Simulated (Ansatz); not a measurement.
C4H8O2: where a starting geometry ends

The starting geometry of this gas-phase singlet was optimised with GFN2-xTB; its bonds are those of `CO[C@@]1(C)CO1`.

```xyz
14

C     1.0984   -2.0020   -1.3594
C    -0.4973   -1.6585    0.3420
C    -0.8559   -0.1914    0.2452
C    -1.0798   -2.5104    1.3842
O    -0.1942   -2.2888   -0.8533
O     0.2486   -2.0546    1.4538
H     1.8544   -2.1423   -0.5830
H     1.1571   -0.9812   -1.7481
H     1.2640   -2.7080   -2.1695
H    -0.0116    0.3769   -0.1384
H    -1.1138    0.1900    1.2287
H    -1.7011   -0.0728   -0.4284
H    -1.7594   -2.0830    2.1114
H    -1.1936   -3.5686    1.1871
```

Question: Predict what becomes of its bonds when it is optimised with PBE-D3(BJ)/def2-SVP.

Answer: It keeps its bonds, and is `CO[C@@]1(C)CO1`.

The energy falls by 0.11 eV over 9 steps:

```json
{"step": "1", "E − E(last) (eV)": "0.108"}
{"step": "2", "E − E(last) (eV)": "0.017"}
{"step": "3", "E − E(last) (eV)": "0.002"}
{"step": "4", "E − E(last) (eV)": "0.001"}
{"step": "5", "E − E(last) (eV)": "0.001"}
{"step": "6", "E − E(last) (eV)": "0.000"}
{"step": "7", "E − E(last) (eV)": "0.000"}
{"step": "8", "E − E(last) (eV)": "0.000"}
{"step": "9", "E − E(last) (eV)": "0.000"}
```

Final geometry (Å):

```xyz
14

C     1.0697   -1.9937   -1.3636
C    -0.5182   -1.6739    0.3572
C    -0.8362   -0.2009    0.2262
C    -1.0838   -2.5252    1.4152
O    -0.1981   -2.3356   -0.8234
O     0.2683   -2.0372    1.4934
H     1.8784   -2.1369   -0.6131
H     1.1091   -0.9441   -1.7367
H     1.2490   -2.6725   -2.2187
H     0.0612    0.3691   -0.0883
H    -1.1735    0.2101    1.1956
H    -1.6294   -0.0451   -0.5316
H    -1.7908   -2.1033    2.1555
H    -1.1900   -3.6055    1.2044
```

No frequencies were run, so the end isn't proven a minimum. Run with Ansatz 0.2.0, 17 s on 2 threads of Arm Neoverse V1 (shared host).
